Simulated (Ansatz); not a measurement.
These are B3LYP-D3(BJ)/def2-TZVPD run with Ansatz (a first-principles code) values and carry that method's errors. No frequencies were computed at this level.

Ansatz 0.2 input:
```yaml
crystal:
  periodic: [false, false, false]
  atoms:
    - { symbol: C, position_ang: [0.651083, -0.095667, -0.012412] }
    - { symbol: C, position_ang: [-0.651089, 0.095642, 0.012315] }
    - { symbol: H, position_ang: [1.340366, 0.697097, -0.253592] }
    - { symbol: H, position_ang: [1.091798, -1.054406, 0.207457] }
    - { symbol: H, position_ang: [-1.340364, -0.697088, 0.253627] }
    - { symbol: H, position_ang: [-1.091795, 1.054422, -0.207395] }
basis:
  gaussian: { orbitals: def2-tzvpd }
hamiltonian:
  xc: b3lyp
  dispersion: d3bj
relax:
  max_steps: 150
```

Output:

```
Functional definition: B3LYP
552 factors; their error is unknown
mean field evaluation 1: about -2133.4335 eV, gradient 5.0e1 eV
mean field evaluation 2: about -2130.6288 eV, gradient 5.8e1 eV
mean field evaluation 4: about -2139.4796 eV, gradient 3.8e-1 eV
mean field evaluation 8: about -2139.4642 eV, gradient 3.7e-3 eV
mean field -2139.46420869 eV, -78.6238594885 hartree, gradient 9.8e-6 eV, S^2 0.000000; 0 other end points of the search recorded, 0 dependent functions left out
reference -2139.46442317 eV, -78.6238673705 hartree; 8, 8 occupied and 102, 102 virtual orbitals, 552 factors
relax step   1: F+E_penalty+E_count = -2139.57168427 eV  Δ(F+E_penalty+E_count) = +0.000e0 eV  max|allowed force component| = 3.495e-1 eV/Å  Δτ_max = 0.0000 Å  (29 SCF iters, accepted)
these checks for a lower state are left out or cut short: starts, cluster_reference, orbital_swaps, neighbouring_geometries, increment
552 factors; their error is unknown
mean field evaluation 16: about -2139.4836 eV, gradient 7.3e-1 eV
mean field -2139.46874557 eV, -78.6240262157 hartree, gradient 1.3e-5 eV, S^2 0.000000; 0 other end points of the search recorded, 0 dependent functions left out
reference -2139.46896035 eV, -78.6240341086 hartree; 8, 8 occupied and 102, 102 virtual orbitals, 552 factors
relax step   2: F+E_penalty+E_count = -2139.57611093 eV  Δ(F+E_penalty+E_count) = -4.427e-3 eV  max|allowed force component| = 9.021e-2 eV/Å  Δτ_max = 0.0059 Å  (32 SCF iters, accepted)
these checks for a lower state are left out or cut short: starts, cluster_reference, orbital_swaps, neighbouring_geometries, increment
552 factors; their error is unknown
mean field -2139.46888552 eV, -78.6240313587 hartree, gradient 1.3e-5 eV, S^2 0.000000; 0 other end points of the search recorded, 0 dependent functions left out
reference -2139.46910015 eV, -78.6240392463 hartree; 8, 8 occupied and 102, 102 virtual orbitals, 552 factors
relax step   3: F+E_penalty+E_count = -2139.57627076 eV  Δ(F+E_penalty+E_count) = -1.598e-4 eV  max|allowed force component| = 1.200e-1 eV/Å  Δτ_max = 0.0042 Å  (32 SCF iters, accepted)
these checks for a lower state are left out or cut short: starts, cluster_reference, orbital_swaps, neighbouring_geometries, increment
552 factors; their error is unknown
mean field evaluation 32: about -2139.4846 eV, gradient 4.5e-1 eV
mean field -2139.46913072 eV, -78.6240403698 hartree, gradient 1.3e-5 eV, S^2 0.000000; 0 other end points of the search recorded, 0 dependent functions left out
reference -2139.46934555 eV, -78.6240482644 hartree; 8, 8 occupied and 102, 102 virtual orbitals, 552 factors
relax step   4: F+E_penalty+E_count = -2139.57648780 eV  Δ(F+E_penalty+E_count) = -2.170e-4 eV  max|allowed force component| = 1.266e-2 eV/Å  Δτ_max = 0.0019 Å  (32 SCF iters, accepted)
these checks for a lower state are left out or cut short: starts, cluster_reference, orbital_swaps, neighbouring_geometries, increment
552 factors; their error is unknown
mean field -2139.46913748 eV, -78.6240406180 hartree, gradient 1.3e-5 eV, S^2 0.000000; 0 other end points of the search recorded, 0 dependent functions left out
reference -2139.46935230 eV, -78.6240485126 hartree; 8, 8 occupied and 102, 102 virtual orbitals, 552 factors
relax step   5: F+E_penalty+E_count = -2139.57649117 eV  Δ(F+E_penalty+E_count) = -3.362e-6 eV  max|allowed force component| = 1.168e-4 eV/Å  Δτ_max = 0.0003 Å  (32 SCF iters, accepted)
552 factors; their error is unknown
mean field evaluation 64: about -2139.4691 eV, gradient 4.8e-3 eV
mean field -2139.46913748 eV, -78.6240406180 hartree, gradient 1.3e-5 eV, S^2 0.000000; 1 other end points of the search recorded, 0 dependent functions left out
reference -2139.46935230 eV, -78.6240485126 hartree; 8, 8 occupied and 102, 102 virtual orbitals, 552 factors
Total energy: -2139.57670599 eV, -78.6279936879 hartree
Atom 0 at     0.655279    -0.096273    -0.012452 Å, force     0.000079     0.000009     0.000083 eV/Å
Atom 1 at    -0.655280     0.096268     0.012434 Å, force    -0.000069     0.000033     0.000085 eV/Å
Atom 2 at     1.344092     0.703864    -0.255528 Å, force     0.000023    -0.000094    -0.000085 eV/Å
Atom 3 at     1.093488    -1.061979     0.209251 Å, force     0.000047     0.000063    -0.000000 eV/Å
Atom 4 at    -1.344090    -0.703854     0.255565 Å, force    -0.000034     0.000042    -0.000117 eV/Å
Atom 5 at    -1.093490     1.061974    -0.209270 Å, force    -0.000045    -0.000054     0.000035 eV/Å
Dipole moment:     0.000000     0.000002     0.000008 e Å
```

Cost: roughly 11 core-seconds.
